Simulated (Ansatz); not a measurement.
System: rock-salt HfC. Method: RPBE (Ansatz, a program for electronic structure, plane waves, PAW).

Settings: plane-wave cutoff 520 eV, 16×16×16 k mesh, Fermi–Dirac smearing 0.1 eV, perturbation theory, scalar-relativistic PAW data made under PBE.

Computed at the level's own relaxed cell.

```
CELL_PARAMETERS angstrom
      0.00000     2.33916     2.33916
      2.33916     0.00000     2.33916
      2.33916     2.33916     0.00000
ATOMIC_POSITIONS crystal
  Hf 0.00000 0.00000 0.00000
  C  0.50000 0.50000 0.50000
```

Harmonic phonon frequencies (cm⁻¹; i marks an imaginary mode):

| q point | frequencies |
|---|---|
| Γ | ? |
| X | ? |
| U | 142 178 184 510 558 589 |
| L | 126 126 233 530 530 673 |

Question: What belongs in the gaps?

Answer: 
- Γ, frequencies: 0 0 0 418 418 418
- X, frequencies: 145 145 186 476 476 562

No imaginary mode appears at these points.
